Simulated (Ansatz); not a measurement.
`C/C(=C/F)CO`, relaxed with RKS PBE-D4/def2-SVP in Ansatz 0.2.0 from a rough embedded geometry. The force threshold is 0.03 eV/Å; the program also tests the step.

Total charge 0; spin multiplicity 1.

Start:

```xyz
13

C     0.626    0.916    1.063
C    -0.036    0.284   -0.144
C    -0.940    0.955   -0.819
F    -1.640    0.521   -1.927
C     0.398   -1.082   -0.593
O     0.062   -2.029    0.448
H     0.274    1.883    1.289
H     1.680    0.896    0.904
H     0.412    0.234    1.992
H    -1.335    1.976   -0.559
H     1.481   -1.109   -0.715
H    -0.111   -1.401   -1.489
H    -0.872   -2.043    0.549
```

Question: How much energy does the relaxation release, and in how many steps? (Estimate.)

Answer: Computed: 0.38 eV, in 7 steps.

Question: Which bonds change most? (Estimate.)

Answer: Computed: C1–H9 from 1.173 to 1.109 Å; C1–H7 from 1.053 to 1.108 Å; C1–H8 from 1.066 to 1.112 Å; O6–H13 from 0.940 to 0.975 Å.

Question: Give the relaxed structure. (An estimate is asked.)

Answer: Computed: 
```xyz
13

C     0.604    0.868    1.072
C    -0.041    0.301   -0.162
C    -0.959    1.003   -0.854
F    -1.565    0.524   -1.961
C     0.347   -1.104   -0.562
O     0.118   -2.047    0.480
H     0.177    1.847    1.364
H     1.698    0.997    0.923
H     0.484    0.159    1.917
H    -1.296    2.023   -0.600
H     1.441   -1.142   -0.758
H    -0.166   -1.384   -1.510
H    -0.843   -2.043    0.650
```
